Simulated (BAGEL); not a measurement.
**FCI/STO-3G (density fitting with qzvpp-jkfit) run of PF3 (phosphorus trifluoride)**

Aim: the energy change on altering one bond length of PF3 (phosphorus trifluoride) at FCI/STO-3G (density fitting with qzvpp-jkfit), from 2 runs. 

The calculation is run with BAGEL 1.2.2.

8 further runs of the same task are left out: 2 that didn't finish, 6 set aside as unsound or not needed.

## (1) The structure to begin with

PF3: 4 atoms, total charge 0, spin state singlet. SMILES: `FP(F)F`. The coordinates come from a PBE0-D4/def2-TZVP relaxation.

Bond lengths: F1–P2 1.572 Å, P2–F3 1.572 Å, P2–F4 1.572 Å. Angles: F1–P2–F3 97.6°, F1–P2–F4 97.6°, F3–P2–F4 97.6°.

## (2) A single-point energy at FCI/STO-3G (density fitting with qzvpp-jkfit)

File input.json:

```json
{ "bagel" : [

{
  "title" : "molecule",
  "basis" : "sto-3g",
  "df_basis" : "qzvpp-jkfit",
  "angstrom" : true,
  "geometry" : [
    { "atom" : "F", "xyz" : [       0.834400,      -0.663200,       0.874500 ] },
    { "atom" : "P", "xyz" : [      -0.297500,       0.314600,       0.392300 ] },
    { "atom" : "F", "xyz" : [      -1.061900,      -0.696500,      -0.536900 ] },
    { "atom" : "F", "xyz" : [       0.525000,       1.045200,      -0.730000 ] }
  ]
},

{
  "title" : "hf"
},

{
  "title" : "fci",
  "nstate" : 1,
  "ncore" : 8
}

]}
```

Launch:

```console
$ BAGEL_NUM_THREADS=1 BAGEL input.json > input.out
```

What it wrote:

```text
* using 1 threads per process

  ===============================================================
  ===============================================================

  *** Geometry ***

  { "atom" : "F", "xyz" : [      1.576787,     -1.253266,      1.652565 ] },
  { "atom" : "P", "xyz" : [     -0.562194,      0.594508,      0.741340 ] },
  { "atom" : "F", "xyz" : [     -2.006700,     -1.316194,     -1.014594 ] },
  { "atom" : "F", "xyz" : [      0.992106,      1.975142,     -1.379500 ] },

  Number of auxiliary basis functions:      359

  Since a DF basis is specified, we compute 2- and 3-index integrals:
    o Being stored without compression. Storage requirement is 0.002 GB

  Number of basis functions:       24
  Number of electrons      :       42

    * METHOD: MOLECULE                             0.12

  *** RHF ***

  === Nuclear Repulsion ===
   190.7620925007

      * DIIS with orbital gradients will be used.

  === RHF iteration (sto-3g) ===
      0       -630.90924415          0.02144648           0.01
      1       -631.01630271          0.00397695           0.01
      2       -631.02027328          0.00123043           0.01
[... 6 lines of this table left out ...]
      9       -631.02108259          0.00000000           0.01
    * SCF iteration converged.

    * Permanent dipole moment:
           (    0.251717,    -0.266217,    -0.332025) a.u.

    * METHOD: HF                                   0.17

  ---------------------------
        FCI calculation
  ---------------------------

  Performs exactly the same way as Knowles & Handy 1984 CPL

  o alpha-beta strings
      length:          1120
  o size of the space
      determinant space:  313600
      spin-adapted space: 95200

  o single displacement lists (alpha)
      length:         29120
  o single displacement lists (beta)
      length:         29120

     guess   0:   closed 1111111111111...     open ................

  === FCI iteration ===

      0  0      -631.02108259     7.25e-04      1.35
      1  0      -631.10589178     3.39e-04      1.34
      2  0      -631.11844066     1.65e-04      1.34
[... 16 lines of this table left out ...]
     19  0      -631.12144295     1.23e-10      1.37
    ** throwing out 1 trial vectors **
     20  0 *    -631.12144295     5.28e-11      1.30

     * ci vector, state   0, <S^2> = -0.0000
       2222222222222...     0.9627940419
       222222222222.2..    -0.0580573960
       222222222222..2.    -0.0580509260

    * METHOD: FCI                                 29.89

  ===============================================================
```

Run time: 31 s. Hardware: 1 thread of Intel Xeon Platinum 8259CL at 2.50GHz (Skylake/Cascade Lake), shared host; peak memory 0.79 GiB.

## (3) The distorted shape at the same level

File calc.json:

```json
{ "bagel": [

{
  "title": "molecule",
  "basis": "sto-3g",
  "df_basis": "qzvpp-jkfit",
  "angstrom": true,
  "geometry": [
    { "atom": "F", "xyz": [    0.423128,   -1.028519,    1.435680 ] },
    { "atom": "P", "xyz": [   -0.708772,   -0.050719,    0.953480 ] },
    { "atom": "F", "xyz": [   -1.473172,   -1.061819,    0.024280 ] },
    { "atom": "F", "xyz": [    0.525000,    1.045200,   -0.730000 ] }
  ]
},
{
  "title": "hf",
  "charge": 0
},
{
  "title": "fci",
  "nstate": 1,
  "charge": 0,
  "ncore": 8
}

]}
```

Launch:

```console
$ BAGEL_NUM_THREADS=1 BAGEL calc.json > calc.out
```

What it wrote:

```text
* using 1 threads per process

  ===============================================================
  ===============================================================

  *** Geometry ***

  { "atom" : "F", "xyz" : [      0.799596,     -1.943619,      2.713042 ] },
  { "atom" : "P", "xyz" : [     -1.339385,     -0.095845,      1.801816 ] },
  { "atom" : "F", "xyz" : [     -2.783892,     -2.006547,      0.045883 ] },
  { "atom" : "F", "xyz" : [      0.992106,      1.975142,     -1.379500 ] },

  Number of auxiliary basis functions:      359

  Since a DF basis is specified, we compute 2- and 3-index integrals:
    o Being stored without compression. Storage requirement is 0.002 GB

  Number of basis functions:       24
  Number of electrons      :       42

    * METHOD: MOLECULE                             0.10

  *** RHF ***

  === Nuclear Repulsion ===
   167.9211583781

[... 8 lines left out ...]
    * SCF iteration converged.
[... 1 line left out ...]
    * Permanent dipole moment:
[... 51 lines left out ...]
     * ci vector, state   0, <S^2> = 0.0000
       2222222222222...    -0.8570086979
       222222222222.2..     0.4205075789
       222222222222ba..    -0.0620624152
       222222222222ab..    -0.0620624152
       222222222a22b2..    -0.0517975969
       222222222b22a2..    -0.0517975969
       222222222.222.2.     0.0503609691

    * METHOD: FCI                                 47.56

  ===============================================================
```

Run time: 48 s. Hardware: 1 thread of Intel Xeon Platinum 8259CL at 2.50GHz (Skylake/Cascade Lake), shared host; peak memory 0.79 GiB.

## (4) Outcome

Level: FCI/STO-3G (density fitting with qzvpp-jkfit), 8 core orbitals frozen.

```
                                                         quantity          value
                                        first shape: total energy  -631.12144 Eh
                                    distorted shape: total energy  -631.04954 Eh
energy change with the P2–F4 bond stretched from 1.572 to 2.357 Å       1.956 eV
```

**Reading.** With the P2–F4 bond stretched from 1.572 to 2.357 Å the energy rises by 1.96 eV (45 kcal/mol). The first shape isn't relaxed at this level, so the change isn't measured from a minimum. The minimal basis adds a large error of its own.
